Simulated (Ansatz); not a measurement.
Cost and result for the atomization energy of `C#CC1C=C1C` (12 atoms, 12 bonds).

```xyz
12

C    -2.7000    0.0746   -0.7962
C    -1.5492   -0.2747   -0.7797
C    -0.1673   -0.6834   -0.7624
C     0.4144   -1.3849    0.4345
C     0.7644   -0.1549    0.2991
C     1.4474    1.0696    0.7222
H    -3.7194    0.3788   -0.8084
H     0.2345   -0.9050   -1.7525
H     0.4171   -2.3160    0.9747
H     2.1392    1.4093   -0.0537
H     0.7166    1.8690    0.8732
H     2.0022    0.9175    1.6492
```

Total charge 0; spin multiplicity 1. Geometry: relaxed with PBE0-D4/def2-TZVP. Program: Ansatz. All runs use 4 threads of an Arm Neoverse V1 on a shared host. Times are those of one run each, without the atoms' runs, and a repeat can differ threefold. Electronic energies, without spin–orbit coupling; frozen cores. CCSD(T)/CBS adds CCSD(T) − MP2 in def2-TZVPP to the MP2 limit, and its time is that of the two runs behind it. T1 = 0.011. B3LYP takes the VWN-RPA correlation (the form of Gaussian; ORCA's B3LYP/G).

CCSD(T)/CBS is a level of theory with its own doubt, some kJ/mol a heavy atom from the limit and from the frozen cores, so smaller differences don't rank the functionals.

```csv
level,functions,wall time
PBE-D4/def2-TZVPP (with forces),270,2.5 s
PBE0-D4/def2-TZVPP,270,2.8 s
r2SCAN-D4/def2-TZVPP (with forces),270,4.6 s
B3LYP-D4/def2-TZVPP (with forces),270,4.6 s
B2PLYP/def2-TZVPP,270,6 s
ωB97X-V/def2-TZVPP,270,7.5 s
ωB97M-V/def2-TZVPP (with forces),270,11 s
MP2/def2-QZVPP,522,30 s
CCSD(T)/def2-TZVPP,270,3.2 min
CCSD(T)/CBS(def2),–,3.7 min
```

What atomization energy does each give, and how far from CCSD(T)/CBS? (Best estimate.)

Computed: 
```csv
level,atomization (kcal/mol),difference from CCSD(T)/CBS,per bond
PBE-D4/def2-TZVPP (with forces),1318.2,51.5,4.3
PBE0-D4/def2-TZVPP,1290.5,23.8,2.0
r2SCAN-D4/def2-TZVPP (with forces),1277.3,10.6,0.9
B3LYP-D4/def2-TZVPP (with forces),1272.1,5.4,0.4
B2PLYP/def2-TZVPP,1262.1,-4.6,-0.4
ωB97X-V/def2-TZVPP,1269.7,3.0,0.2
ωB97M-V/def2-TZVPP (with forces),1274.4,7.7,0.6
MP2/def2-QZVPP,1288.4,21.7,1.8
CCSD(T)/def2-TZVPP,1236.2,-30.5,-2.5
CCSD(T)/CBS(def2),1266.7,0.0,0.0
```

The D4 term adds +8.8 kcal/mol with B3LYP and +4.6 kcal/mol with PBE0; it sums over pairs of atoms, weighted by their polarisabilities, and B3LYP, whose exchange is more repulsive, gets the larger term. In def2-TZVPP, CCSD(T) changes the Hartree–Fock value by +309.7 kcal/mol (the triples alone add +23.4 kcal/mol) and MP2 by +343.9 kcal/mol; breaking electron pairs costs correlation energy, which Hartree–Fock lacks. From PBE to PBE0 (25 % exact exchange), in def2-TZVPP and without D4, the atomization energy moves by −26.9 kcal/mol: exact exchange takes away binding that semilocal exchange gives to molecules.
